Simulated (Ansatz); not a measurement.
RbSn₂Br₅ (I4/mcm, No. 140; cell taken from a computed entry) was calculated with HSE06+SOC in Ansatz (plane waves, PAW).

Run with plane-wave cutoff 460 eV, 4×4×4 k mesh, Fermi–Dirac smearing 0.01 eV, PAW data made under PBE.

Cell (relaxed with PBEsol):

```xyz
16
Lattice="-4.1091 4.1091 7.4225 4.1091 -4.1091 7.4225 4.1091 4.1091 -7.4225" Properties=species:S:1:pos:R:3 pbc="T T T"
Rb     0.0000     0.0000     3.7113
Rb     0.0000     0.0000    11.1338
Sn     2.7187     1.3904     0.0000
Sn     1.3904     2.7187     7.4225
Sn     2.7187    -1.3904     7.4225
Sn     1.3904     5.4996     0.0000
Br     1.3041     2.8051     1.9595
Br     2.8051     1.3041     5.4631
Br     5.4132     1.3041     1.9595
Br    -1.3041     2.8051     5.4631
Br     2.8051     1.3041     9.3820
Br     1.3041     2.8051    -1.9595
Br    -1.3041     2.8051     9.3820
Br     5.4132     1.3041    -1.9595
Br     0.0000     0.0000     0.0000
Br     0.0000     0.0000     7.4225
```

### Question
What does this level give for the band gap, smallest direct gap on the k points sampled and Γ–Γ gap?

### Answer

band gap: 2.97 eV (on the SCF k mesh) (indirect)
smallest direct gap on the k points sampled: 3.21 eV
Γ–Γ gap: 3.36 eV

Note: cell and atoms aren't relaxed at this level (pressure 1.4 GPa).

Computed values are for the static lattice.

It cost very roughly 5 core-hours of CPU time.

Ansatz is a program for electronic structure.
